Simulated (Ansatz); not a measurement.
Reaction (isomerisation): `CCCC(C)CCC` → `CC(C)CCC(C)C`

Program: Ansatz. Geometries: PBE0-D4/def2-TZVP. ΔE: electronic, gas phase. CBS: MP2 limit from def2 TZ/QZ plus the TZ coupled-cluster correction, frozen cores. DFT in def2-TZVPP. B3LYP here is the variant with VWN-RPA as its local correlation; programs differ in this. One conformer a species, not always the lowest.

```
             level  ΔE (kJ/mol)  difference from CCSD(T)/CBS
            PBE-D4         -7.3                          1.2
         r2SCAN-D4         -8.4                          0.1
          B3LYP-D4         -6.8                          1.7
        r2SCAN0-D4         -7.8                          0.7
          BHLYP-D4         -6.7                          1.8
            B2PLYP         -7.9                          0.6
              BLYP         -7.1                          1.4
           r2SCANh         -8.5                          0.0
     CCSD/def2-SVP         -7.3                          1.2
SCS-MP2/def2-TZVPP         -8.3                          0.2
       CCSD(T)/CBS         -8.5                            0
```

Largest T1 diagnostic among the species: 0.009.

Leaving LDA and LC-ωPBE aside and taking each functional with its dispersion term where it has one, the values, not all of them listed here, spread over 1.9 kJ/mol, from B97M-V to BHLYP-D4.
